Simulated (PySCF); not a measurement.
Work out the structure from these simulated measurements.

Formula: C4H2.

* UV, first state: lowest singlet excitation: 4.78 eV (259 nm, f = 0.000) [TDDFT CAM-B3LYP/aug-cc-pVTZ]
* 1H NMR: chemical shifts (computed TMS as zero) by class: 1.18 (2 H) ppm [GIAO PBE0/pcSseg-2]
* Rotational structure: rotational constant B (linear): 4.428 GHz [PBE0-D3(BJ)/def2-TZVP]
* Triplet: lowest triplet excitation (Tamm–Dancoff): 3.91 eV [TDA CAM-B3LYP/aug-cc-pVTZ]
* Polarisability: 49.1 au [CAM-B3LYP/aug-cc-pVTZ]
* Dipole: 0.00 D [CAM-B3LYP/aug-cc-pVTZ]
* Couplings: largest of the computed one-bond spin–spin couplings (means over like bonds): 13C–1H +279.7 (×2), 13C–13C +223.3 (×2), 13C–13C +169.5 Hz [B3LYP/pcJ-2]
* 13C NMR: chemical shifts (computed TMS as zero) by class: 75.2 (2 C), 70.0 (2 C) ppm [GIAO PBE0/pcSseg-2]

Gas-phase values; electronic properties from PySCF, density fitting. Levels stand in brackets. Geometry: PBE0-D3(BJ)/def2-TZVP; no solvent, vibrations or thermal averaging. NMR classes are plain means over equivalent atoms (diastereotopic ones count apart unless rotation or inversion swaps them), as if these changed places fast.

Question: Give a SMILES that accounts for the data.

Answer: Numbering: `[CH:1]#[C:2][C:3]#[CH:4]`. Its formula, C4H2, gives 4 degrees of unsaturation: 0 rings and 4 π bonds in the structure found. 4 carbons fall into 2 classes; from least to most shielded: alkyne carbon [C2/C3] (75.2 ppm, 2 C), terminal alkyne carbon [C1/C4] (70.0 ppm, 2 C). All hydrogens form one class (1.18 ppm): alkyne hydrogen. The couplings run between: +279.7 Hz, terminal alkyne carbon [C1] and its hydrogen (with 1 like pair); +223.3 Hz, terminal alkyne carbon [C1] and alkyne carbon [C2] (with 1 like pair); +169.5 Hz, alkyne carbon [C2] and alkyne carbon [C3]. The vanishing dipole is forced by symmetry. The optimised geometry has point group D∞h and is a linear rotor. Structure: diacetylene (`C#CC#C`). The assignments are read from this structure; whether some other isomer fits the data as well wasn't checked.
